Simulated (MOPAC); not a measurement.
MOPAC input (PM7):

```
PM7 1SCF UHF MS=0.5 GEO-OK AUX(PRECISION=9) THREADS=1
CH3O

C     0.04224489 1   -0.56967492 1    0.04211330 1
O    -0.04486502 1    0.78779394 1   -0.03501777 1
H     1.07433732 1   -0.94369547 1   -0.01301193 1
H    -0.49479825 1   -0.99234206 1    0.90297455 1
H    -0.47408828 1   -0.94826445 1   -0.86250030 1
```

Output:

```
 *******************************************************************************
 **                                                                           **
 **                              MOPAC v23.2.5                                **
 **                                                                           **
 *******************************************************************************
 ** MOPAC's Digital Object Identifier: https://doi.org/10.5281/zenodo.6511958 **
 **                                                                           **
 ** Please cite the open-source release paper for use of this MOPAC version:  **
 ** J. E. Moussa and J. J. P. Stewart (2026)                                  **
 ** MOPAC: An open-source semiempirical molecular orbital program             **
 ** J. Open Source Softw., 11(119), 8025, https://doi.org/10.21105/joss.08025 **
 *******************************************************************************

                              PM7 CALCULATION RESULTS

 *******************************************************************************
 *  PM7        - The PM7 Hamiltonian to be used
 *  GEO-OK     - OVERRIDE INTERATOMIC DISTANCE AND OTHER SAFETY CHECKS
 *  UHF        - UNRESTRICTED HARTREE-FOCK CALCULATION
 *  MS=        - IN MECI, MAGNETIC COMPONENT OF SPIN =  0.5
 *  1SCF       - DO 1 SCF AND THEN STOP
 *  AUX        - OUTPUT AUXILIARY INFORMATION
 *******************************************************************************
PM7 1SCF UHF MS=0.5 GEO-OK AUX(PRECISION=9) THREADS=1
 CH3O

   ATOM   CHEMICAL          X               Y               Z
  NUMBER   SYMBOL      (ANGSTROMS)     (ANGSTROMS)     (ANGSTROMS)

     1       C          0.04224489  *  -0.56967492  *   0.04211330  *
     2       O         -0.04486502  *   0.78779394  *  -0.03501777  *
     3       H          1.07433732  *  -0.94369547  *  -0.01301193  *
     4       H         -0.49479825  *  -0.99234206  *   0.90297455  *
     5       H         -0.47408828  *  -0.94826445  *  -0.86250030  *

          CARTESIAN COORDINATES

    NO.       ATOM           X           Y           Z

     1         C          0.0422     -0.5697      0.0421
     2         O         -0.0449      0.7878     -0.0350
     3         H          1.0743     -0.9437     -0.0130
     4         H         -0.4948     -0.9923      0.9030
     5         H         -0.4741     -0.9483     -0.8625

 General Reference for PM7:
 "Optimization of Parameters for Semiempirical Methods VI: More Modifications to the
 NDDO Approximations and Re-optimization of Parameters", J. J. P. Stewart, J. Mol. Mod., 1:32, 19 (2013)
 https://link.springer.com/article/10.1007/s00894-012-1667-x

           Empirical Formula: C H3 O  =     5 atoms

      MOLECULAR POINT GROUP   :   Cs

          UHF CALCULATION, NO. OF ALPHA ELECTRONS =    7
                           NO. OF BETA  ELECTRONS =    6

 -------------------------------------------------------------------------------
 PM7 1SCF UHF MS=0.5 GEO-OK AUX(PRECISION=9) THREADS=1
 CH3O

     1SCF WAS SPECIFIED, SO BFGS WAS NOT USED
     SCF FIELD WAS ACHIEVED

                              PM7 CALCULATION
                                                       MOPAC v23.2.5 Linux

          FINAL HEAT OF FORMATION =         -2.21229 KCAL/MOL =      -9.25621 KJ/MOL

          COSMO AREA              =         63.72 SQUARE ANGSTROMS
          COSMO VOLUME            =         45.12 CUBIC ANGSTROMS

          IONIZATION POTENTIAL    =          9.882705 EV
          ALPHA SOMO LUMO (EV)    =        -10.667  3.410
          BETA  SOMO LUMO (EV)    =         -9.883 -0.912
          NO. OF ALPHA ELECTRONS  =          7
          NO. OF BETA  ELECTRONS  =          6
          MOLECULAR WEIGHT        =         31.0341         POINT GROUP:  Cs

          MOLECULAR DIMENSIONS (Angstroms)

            Atom       Atom       Distance
            H     3    O     2     2.06183
            H     4    H     5     1.76558
            O     2    H     4     1.32221

          SCF CALCULATIONS        =          1

   ATOM   CHEMICAL          X               Y               Z
  NUMBER   SYMBOL      (ANGSTROMS)     (ANGSTROMS)     (ANGSTROMS)

     1       C          0.04224489  *  -0.56967492  *   0.04211330  *
     2       O         -0.04486502  *   0.78779394  *  -0.03501777  *
     3       H          1.07433732  *  -0.94369547  *  -0.01301193  *
     4       H         -0.49479825  *  -0.99234206  *   0.90297455  *
     5       H         -0.47408828  *  -0.94826445  *  -0.86250030  *

                             CARTESIAN COORDINATES

   1    C        0.042244890    -0.569674920     0.042113300
   2    O       -0.044865020     0.787793940    -0.035017770
   3    H        1.074337320    -0.943695470    -0.013011930
   4    H       -0.494798250    -0.992342060     0.902974550
   5    H       -0.474088280    -0.948264450    -0.862500300

           Empirical Formula: C H3 O  =     5 atoms

      MOLECULAR POINT GROUP   :   Cs

          ALPHA EIGENVALUES
 -30.66015 -24.39770 -16.03737 -15.61450 -15.27332 -11.76565 -10.66669   3.40988
   4.75171   5.17483   5.76789

           BETA EIGENVALUES
 -27.73588 -22.97895 -15.41863 -14.79834 -14.47276  -9.88270  -0.91189   4.04233
   4.98656   5.21628   5.83507

              NET ATOMIC CHARGES AND DIPOLE CONTRIBUTIONS

  ATOM NO.   TYPE          CHARGE      No. of ELECS.   s-Pop       p-Pop
    1          C          -0.260860        4.2609     1.07640     3.18446
    2          O          -0.202903        6.2029     1.93832     4.26458
    3          H           0.142090        0.8579     0.85791
    4          H           0.142083        0.8579     0.85792
    5          H           0.179590        0.8204     0.82041
 DIPOLE           X         Y         Z       TOTAL
 POINT-CHG.    -0.023    -2.193    -0.155     2.199
 HYBRID        -0.032     0.090    -0.051     0.108
 SUM           -0.055    -2.103    -0.206     2.114

          ATOMIC ORBITAL ELECTRON POPULATIONS

     Atom    s        px        py        pz
    1  C   1.07640   1.14347   0.90467   1.13631
    2  O   1.93832   1.75656   1.18357   1.32446
    3  H   0.85791
    4  H   0.85792
    5  H   0.82041

                    (SZ)    =    0.500000
                    (S**2)  =    0.754323

          ATOMIC ORBITAL SPIN POPULATIONS

    Atom   Total    s     px     py     pz
         Atomic
    1  C -0.0476 -0.009 -0.002 -0.040  0.004
    2  O  0.9316  0.014  0.222  0.039  0.656
    3  H  0.0159  0.016
    4  H  0.0159  0.016
    5  H  0.0843  0.084

 **********************
 *                    *
 * JOB ENDED NORMALLY *
 *                    *
 **********************

 == MOPAC DONE ==
```

The geometry given is a B3LYP-D3(BJ)/def2-TZVP minimum.
